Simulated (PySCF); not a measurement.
# Computed and published core binding energies of `N#CN`

The experiment to reproduce (core binding energies): C 1s of C2 293.50 eV [1]. Sources and the comparison follow the method.

CH2N2.
Numbering: `[N:1]#[C:2][NH2:3]`

Level of theory: delta-SCF UKS SCAN, pcX-2 on the ionised atom, pcseg-1 elsewhere, spin-free X2C in PySCF. These are vertical core ionisation energies against the vacuum level, from separate self-consistent calculations with and without the core hole.

| atom | environment | level | this calculation (eV) | reference (eV) | difference (eV) | source |
| --- | --- | --- | --- | --- | --- | --- |
| C2 | cyano carbon | C 1s | 293.31 | 293.50 | -0.19 | [1] |

[1] measured, gas; Qian, Crumlin, Prendergast, Phys. Chem. Chem. Phys. 2022, 24, 2243

**Question.** How far is it from the measured entries?

**Answer.** The one measured value differs by -0.19 eV, too little evidence for a typical error. The calculation is vertical and has no vibrational structure, and measured positions depend on the energy calibration.

**Question.** What does the calculation give for the levels without a reference value here?

**Answer.** N1 N 1s 405.09 eV; N3 N 1s 407.71 eV.

Lowest listed N 1s: N1, bonded to C (triple bond). Highest, 2.62 eV above it: N3, bonded to C and 2 H. Summing the Pauling electronegativity differences to the bonded atoms, each weighted by its formal bond order, gives -1.47 for the lowest site and -2.17 for the highest; the largest sum, -1.47, belongs to N1, 2.62 eV below the top. The smallest sum, -2.17, belongs to N3, 2.62 eV above the lowest.

Geometry: PBE0-D3(BJ)/def2-SVP; no solvent, vibrations or thermal averaging.
